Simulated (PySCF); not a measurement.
Fill in the blanks.

Species: methylidenesilylene, CH2Si (singlet state).
SMILES with atom numbers: `[CH2:1]=[Si:2]` (hydrogens: H3, H4 on C1)

```csv
property,level,value
point group of the GFN2-xTB geometry,GFN2-xTB,C2v
"rotational constants A, B, C of the GFN2-xTB geometry",GFN2-xTB,?
dipole moment,PBE0/def2-SVPD,?
HOMO energy,PBE0/def2-SVPD,?
LUMO energy,PBE0/def2-SVPD,?
lowest singlet excitation,TDDFT PBE0/def2-SVPD,?
strongest line among the 8 lowest singlet transitions,TDDFT PBE0/def2-SVPD,"S3 at 5.02 eV (247 nm, f = 0.164)"
lowest triplet excitation (Tamm–Dancoff),TDA PBE0/def2-SVPD,1.67 eV
static isotropic polarisability,PBE0/def2-SVPD,?
electronic spatial extent ⟨r²⟩ about the centre of nuclear charge,PBE0/def2-SVPD,?
```

Gas-phase values; electronic properties from PySCF, density fitting. Isolated species at its GFN2-xTB geometry, gas phase.

(1) What is the dipole moment?

(2) What is the lowest singlet excitation?

(3) What is the static isotropic polarisability?

(4) Give the LUMO energy.

(5) Give the electronic spatial extent ⟨r²⟩ about the centre of nuclear charge.

(6) Give the HOMO energy.

(7) What are the rotational constants A, B, C of the GFN2-xTB geometry?

Results:

(1) 0.22 D.

(2) 2.11 eV (588 nm, f = 0.000).

(3) 45.9 au.

(4) -2.66 eV.

(5) 118 bohr².

(6) -6.45 eV.

(7) 305.901, 15.629, 14.870 GHz.

The dipole equals about 0.7 × 10⁻³⁰ C·m (1 D = 3.33564 × 10⁻³⁰ C·m). The vertical singlet–triplet gap S1 − T1 is 0.44 eV (TDDFT singlet less Tamm–Dancoff triplet; S1: HOMO→LUMO, weight 1.00; T1: HOMO→LUMO, weight 0.99). The polarisability is 6.80 Å³ as a volume (1 au = 0.148185 Å³), or 2.09 au for each of the 22 electrons.
